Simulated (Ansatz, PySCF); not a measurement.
This PySCF input computes a BLYP/def2-TZVPD energy:

```python
from pyscf import gto, scf, dft

mol = gto.M(
    atom='''
    C    -0.01757571    0.09245593    1.57136089
    C    -0.00253030    0.02041354    0.22468106
    H    -0.01957867   -0.94890930    1.97860204
    C     0.00393210    1.27502722   -0.63260020
    H    -0.00533690    2.15164792    0.01652705
    H     0.89047130    1.33342414   -1.28748007
    H    -0.86819721    1.32921117   -1.30690294
    C     0.00994611   -1.24288159   -0.63099270
    H     0.00510366   -2.13392940    0.00074878
    H    -0.86054684   -1.30287082   -1.30779127
    H     0.89545144   -1.29866425   -1.28839789
    ''',
    basis='def2-tzvpd',
    charge=-1,
    spin=0,
    verbose=4,
)

mf = dft.RKS(mol, xc='blyp').density_fit(auxbasis='def2-universal-jkfit')
mf.grids.level = 3
mf.conv_tol = 1e-9
mf.max_cycle = 100
mf.max_memory = 1500
mf.kernel()
if not mf.converged:
    mf = mf.newton()
    mf.kernel(mf.make_rdm1())
mf.analyze()
```

Problem. Write an input for the same energy in Ansatz (an electronic-structure program) and say what it gives.

Solution. 
Ansatz 0.2 input:
```yaml
crystal:
  periodic: [false, false, false]
  atoms:
    - {symbol: C, position_ang: [-0.01757571, 0.09245593, 1.57136089]}
    - {symbol: C, position_ang: [-0.00253030, 0.02041354, 0.22468106]}
    - {symbol: H, position_ang: [-0.01957867, -0.94890930, 1.97860204]}
    - {symbol: C, position_ang: [0.00393210, 1.27502722, -0.63260020]}
    - {symbol: H, position_ang: [-0.00533690, 2.15164792, 0.01652705]}
    - {symbol: H, position_ang: [0.89047130, 1.33342414, -1.28748007]}
    - {symbol: H, position_ang: [-0.86819721, 1.32921117, -1.30690294]}
    - {symbol: C, position_ang: [0.00994611, -1.24288159, -0.63099270]}
    - {symbol: H, position_ang: [0.00510366, -2.13392940, 0.00074878]}
    - {symbol: H, position_ang: [-0.86054684, -1.30287082, -1.30779127]}
    - {symbol: H, position_ang: [0.89545144, -1.29866425, -1.28839789]}
basis:
  gaussian:
    orbitals: def2-TZVPD
hamiltonian:
  xc: {name: BLYP}
total_charge: -1
output: {forces: true}
```
It gives -156.53093 Eh, and PySCF -156.53106 Eh, a difference of 0.13 mEh, from the treatment of integrals and grids.

It need not be the lowest isomer of its formula. Whether it binds its extra electron was not tested at this geometry.
